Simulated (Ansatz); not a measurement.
A made-up structure of CH4Si2, closed shell:

```json
{"atom": "C1", "x (Å)": "-0.5900", "y (Å)": "-1.0054", "z (Å)": "-0.0015"}
{"atom": "Si2", "x (Å)": "-1.1086", "y (Å)": "-0.3104", "z (Å)": "1.5022"}
{"atom": "Si3", "x (Å)": "0.4538", "y (Å)": "0.4084", "z (Å)": "-0.3467"}
{"atom": "H4", "x (Å)": "-0.7980", "y (Å)": "-1.9193", "z (Å)": "-0.5357"}
{"atom": "H5", "x (Å)": "-1.6636", "y (Å)": "-0.2863", "z (Å)": "2.8091"}
{"atom": "H6", "x (Å)": "0.0209", "y (Å)": "1.1015", "z (Å)": "1.0166"}
{"atom": "H7", "x (Å)": "1.9343", "y (Å)": "0.3197", "z (Å)": "-0.2482"}
```

It is relaxed with PBE-D4/def2-SVP and then PBE0-D4/def2-TZVP (Ansatz 0.2.0). Atoms count as bonded within 1.22 times the sum of their covalent radii (H–H: 0.88 Å). The end point is not checked to be a true minimum.

Q: Does its bonding change? (A judgement: the text doesn't fix the answer.)

A: By the calculation: Yes. Formed: Si2–H6; broken: Si2–Si3, Si3–H6.

Where it ends: The first stage lowers the energy by 1.28 eV in 14 steps. It ends as CH₄Si₂ ([SiH][CH][SiH2]):
```
7
angstrom
C -0.0986 -0.7235 0.3485
Si -1.1129 0.0525 1.4945
Si 1.0381 0.4532 -0.5007
H -0.1572 -1.7955 0.1803
H -2.1339 -0.6075 2.3470
H -1.0228 1.5107 1.7131
H 1.7362 -0.5817 -1.3870
```

Labels in which every atom is bracketed show which atoms are joined, not bond orders.

For scale, one of the runs: PBE0-D4/def2-TZVP relaxation, 129 basis functions, launched by `ansatz run in.yaml --threads 2 --pin off --events-out ev --progress --plain --max-ram 4352MiB`. Hardware: 2 CPU threads of an Arm Neoverse V2, shared host. Wall time about 75 s.
